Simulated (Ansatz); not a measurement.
## Relaxing SrMo2

Method: Ansatz 0.2.0, DFT PBE, scalar-relativistic, plane waves, PAW. Cutoff 420 eV, Γ-centred k mesh, Gaussian smearing, no spin polarisation in the final step.

SrMo2 was placed on the 3R molybdenite structure type (R3m, No. 160), with Sr in place of Mo, Mo in place of S, at a guessed volume.

```
Sr Mo
1.0
     1.62856    0.94025    6.30554
    -1.62856    0.94025    6.30554
     0.00000   -1.88050    6.30554
Sr Mo
1 2
Direct
  0.00000 0.00000 0.00000
  0.74840 0.74840 0.74840
  0.58490 0.58490 0.58490
```

Steps on the 6×6×6 mesh (3 atoms). 10 of 13 steps are shown, and the free energy counts from the last. Trial steps that were taken back and renewals of the plane-wave basis can be among the rows.

| step | ΔF (meV/atom) | V (Å³/atom) | P (GPa) | largest force component (eV/Å) |
| --- | --- | --- | --- | --- |
| 1 | 2823.0 | 19.31 | 23.48 | 5.512 |
| 2 | 2082.4 | 19.96 | 8.47 | 5.016 |
| 3 | 1378.1 | 20.00 | 2.00 | 5.713 |
| 4 | 660.0 | 19.82 | 1.08 | 4.668 |
| 5 | 217.9 | 19.74 | 9.08 | 1.509 |
| 6 | 88.2 | 20.68 | 10.69 | 0.478 |
| 8 | 12.4 | 23.58 | 1.69 | 1.070 |
| 9 | 2.5 | 23.41 | -0.05 | 0.088 |
| 11 | 0.1 | 23.44 | 0.18 | 0.010 |
| 13 | 0.0 | 23.51 | 0.02 | 0.004 |

Steps on the 18×18×18 mesh (3 atoms). 4 of 5 steps are shown, and the free energy counts from the last.

```tsv
step	ΔF (meV/atom)	V (Å³/atom)	P (GPa)	largest force component (eV/Å)
1	2.7	23.51	0.28	0.329
2	0.3	23.25	-0.33	0.179
3	0.0	23.27	0.03	0.003
5	0.0	23.29	0.00	0.000
```

A final relaxation ran on a 18×18×18 mesh. The relaxed crystal, R3m (No. 160):

```cif
data_structure
_symmetry_space_group_name_H-M 'R3m:H'
_symmetry_Int_Tables_number 160
_cell_length_a 3.3124
_cell_length_b 3.3124
_cell_length_c 22.0560
_cell_angle_alpha 90.000
_cell_angle_beta 90.000
_cell_angle_gamma 120.000
_cell_volume 209.57
loop_
_atom_site_label
_atom_site_type_symbol
_atom_site_symmetry_multiplicity
_atom_site_Wyckoff_symbol
_atom_site_fract_x
_atom_site_fract_y
_atom_site_fract_z
_atom_site_occupancy
Sr1 Sr 3 a 0.66667 0.33333 0.33244 1
Mo1 Mo 3 a 0.00000 0.00000 0.20309 1
Mo2 Mo 3 a 0.33333 0.66667 0.13117 1
```

```yaml
Volume_per_atom: 23.29 Å³
Density: 6.64 g/cm³
Energy_over_the_elements: 0.90 eV/atom
Gap_on_the_18×18×18_mesh: 0 eV (a metal)
```

Formation energies are uncorrected and refer to the elements' standard structures at the same level.

The final run used a 18×18×18 mesh on its 3-atom cell and 0.10 eV smearing. The k mesh leaves about 4 meV/atom of noise in metals.

A structure relaxed within its symmetry needn't be a true minimum.

Cost: 3 runs of about 5 core-minutes in all, on Intel Xeon 6975P-C (Granite Rapids) (shared hosts).